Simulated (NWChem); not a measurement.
# B cation, singlet

All runs: NWChem. Low-valent species are run as closed-shell singlets; no triplet was tried in these runs. Static field.

Predict the results for PBE/def2-TZVP. Quantities: isotropic polarisability (bohr³); anisotropy (bohr³).


| Item | Value |
|---|---|
| isotropic polarisability (bohr³) | 10.6 |
| anisotropy (bohr³) | 0.0 |
